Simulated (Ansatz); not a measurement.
## How far each method lies from RCCSDT(Q) for Cl–B–PH, singlet

Geometry: a PBE0/def2-TZVP stationary point for this spin, not checked as a minimum.

```xyz
4

Cl    0.0000   -0.2808    1.9376
B     0.0000   -0.3505    0.2476
P     0.0000   -0.3284   -1.4586
H     0.0000    0.9596   -0.7266
```

Basis cc-pVDZ; Ansatz 0.2.0. Only valence electrons are correlated (noble-gas cores frozen), which leaves 16 electrons in 44 orbitals. Prefix R: restricted or restricted open-shell reference.

Full CI isn't at hand for all of this; RCCSDT(Q) serves as the reference, and is uncertain by about the last step of the cluster series.

The UHF ⟨S²⟩ is 0.000, the T1 diagnostic (RCCSD) is 0.0155 and the largest doubles amplitude (RCCSD) is 0.099.

```csv
level,E − E(RCCSDT(Q)) (kJ/mol),share of correlation (%),wall time
RHF,997.8,0.00,–
RMP2,121.3,87.84,–
CISD,153.9,84.58,2.4 s
RCCSD,43.1,95.68,–
RCCSD(T),5.4,99.46,2.6 s
BCCD(T),5.1,99.48,1.1 s
RCCSDT,2.8,99.72,–
```

The correlation energy at RCCSDT(Q), counted from RHF, is -10.342 eV. That run took 47 s on 1 thread of Arm Neoverse V1, shared host.

Times hold each run's SCF and search for its determinant on a shared host, so for small cases they say little of a method's own cost; they ran on 1 thread of Arm Neoverse V1.

Atomization energy (electronic, same basis, no zero-point term; atoms at the same level, unrestricted beside the R rows where the molecule is a closed shell, with restricted open-shell steps beyond CCSDT(Q)) at RCCSDT(Q): 1039.3 kJ/mol. Errors of other levels:

| level | error (kJ/mol) |
| --- | --- |
| RHF | -287.6 |
| RMP2 | 38.1 |
| CISD | -130.5 |
| RCCSD | -32.5 |
| RCCSD(T) | -2.6 |
| BCCD(T) | -2.3 |
| RCCSDT | -2.2 |

This basis is far from its limit, so the value isn't to be set against a measured one. Truncated CI isn't size-consistent, which counts against it in atomization.
